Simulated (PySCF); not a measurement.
**The bond of Li₂+, level by level**

One job finds the state of Li₂+, follows it along the bond with each method and fits the curves.

Computed with PySCF 2.14.0. Level: Li aug-cc-pVDZ, no relativity.

1 further run of the same task is left out (it didn't finish).

## Step 1: Input

A driver script around PySCF takes these settings:

- atoms: Li, Li
- charge: 1
- basis: Li aug-cc-pVDZ
- Hamiltonian: no relativity
- basis functions: 46
- electrons treated: 5
- masses in u: 7.0160, 7.0160
- levels: PBE0, PBE, r²SCAN, PW91, TPSSh, HSE06, HF, MP2, SCS-MP2, CCSD, CCSD(T)
- grid: 80 radial by 434 angular points
- occupations: held fixed by the projection of orbital angular momentum
- dissociation limit: Li+ + Li, each in its ground configuration
- starting distance in angstrom: 2.670
- values of 2S to try: 1, 3

Started as:

```sh
> OMP_NUM_THREADS=1 python dia.py task.json out
```

Further steps of the session: PBE0 along the bond; PBE (GGA); r²SCAN (meta-GGA); PW91 (GGA); TPSSh; HSE06 (range-separated hybrid); UHF; Adding correlation.

Before running it: what results should come out? Wanted: for each run, Re; ωe; De.

The runs gave:

Lowest PBE0 solution found, without spin–orbit coupling: ²Σg⁺ (doublet), unpaired electrons σ ↑.

```
      level  Re (Å)  ωe (cm⁻¹)  De (eV)
        UHF   3.158      260.2     1.27
    UHF-MP2   3.148      260.4     1.27
UHF-SCS-MP2   3.147      260.4     1.27
   UHF-CCSD   3.148      260.4     1.27
UHF-CCSD(T)   3.148      260.4     1.27
        PBE   3.115      244.9     1.27
       PW91   3.112      244.6     1.29
     r²SCAN   3.113      253.9     1.26
      TPSSh   3.105      253.9     1.29
       PBE0   3.117      251.0     1.28
      HSE06   3.116      250.5     1.28
```

De is counted to Li+ + Li in their ground configurations.

Differences from CCSD(T) in the same basis:

```
      level  Re (mÅ)  ωe (%)
        UHF      +11    -0.1
    UHF-MP2       +1     0.0
UHF-SCS-MP2        0     0.0
   UHF-CCSD        0     0.0
        PBE      -32    -6.0
       PW91      -36    -6.1
     r²SCAN      -35    -2.5
      TPSSh      -42    -2.5
       PBE0      -30    -3.6
      HSE06      -31    -3.8
```

What this shows: Against CCSD(T) in the same basis, the bond length is nearest at UHF-SCS-MP2 and UHF-CCSD (0 mÅ) and farthest at TPSSh (-42 mÅ); the wavenumber is nearest at UHF-MP2 and UHF-SCS-MP2 and UHF-CCSD (0.0 %) and farthest at PW91 (-6.1 %). CCSD(T) in a basis this small is itself some way from its limit, more so than the functionals. Of the levels with a De here, r²SCAN gives the least (1.26 eV) and TPSSh the most (1.29 eV).
